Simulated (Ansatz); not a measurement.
What a trial cell of NiI relaxes into

Theory: DFT PBE, scalar-relativistic, plane waves, PAW (Ansatz 0.2.0). Cutoff 420 eV, Γ-centred k mesh, Gaussian smearing, collinear spin, first started from parallel moments.

The start puts NiI on the caesium chloride structure type (Pm-3m, No. 221), with Ni in place of Cs, I in place of Cl, at a guessed volume.

```yaml
crystal:
  lattice:
    - [3.67536, 0.00000, 0.00000]
    - [0.00000, 3.67536, 0.00000]
    - [0.00000, 0.00000, 3.67536]
  atoms:
    - { symbol: Ni, position: [0.00000, 0.00000, 0.00000] }
    - { symbol: I, position: [0.50000, 0.50000, 0.50000] }
```

Cell and atoms relax at zero pressure; the relaxation can't lower the symmetry of the start. After a coarse first stage the cell is made exact in the group found at 0.06 Å.

The zero of energy is the elements' standard structures at the same level; no fitted shifts are applied.

Problem. Describe the relaxed structure.

Solution. It keeps Pm-3m (No. 221). The result has the caesium chloride structure. Conventional cell: a = 3.474 Å. Ni is coordinated by 8 I at 3.01 Å and 6 Ni at 3.47 Å; I has 8 Ni at 3.01 Å and 6 I at 3.47 Å.

```cif
data_structure
_symmetry_space_group_name_H-M 'Pm-3m'
_symmetry_Int_Tables_number 221
_cell_length_a 3.4739
_cell_length_b 3.4739
_cell_length_c 3.4739
_cell_angle_alpha 90.000
_cell_angle_beta 90.000
_cell_angle_gamma 90.000
_cell_volume 41.92
loop_
_atom_site_label
_atom_site_type_symbol
_atom_site_symmetry_multiplicity
_atom_site_Wyckoff_symbol
_atom_site_fract_x
_atom_site_fract_y
_atom_site_fract_z
_atom_site_occupancy
Ni1 Ni 1 a 0.00000 0.00000 0.00000 1
I1 I 1 b 0.50000 0.50000 0.50000 1
```

Problem. What are its volume, energy, gap and moment?

Solution. The volume per atom is 20.96 Å³. The density is 7.35 g/cm³, the energy over the elements is 0.80 eV/atom and the gap on the 16×16×16 mesh is 0 eV (a metal). The net moment per atom is 0.45 μB. The largest site moment is 0.69 μB.

The final run used a 16×16×16 mesh on its 2-atom cell and 0.10 eV smearing. For metals, differences of a few meV/atom aren't resolved. Spin–orbit coupling is left out. A structure relaxed within its symmetry needn't be a true minimum. The steps took of the order of 50 core-seconds in all.

Cost: 3 runs of about 0.8 core-minutes in all, on Intel Xeon 6975P-C (Granite Rapids) (shared hosts).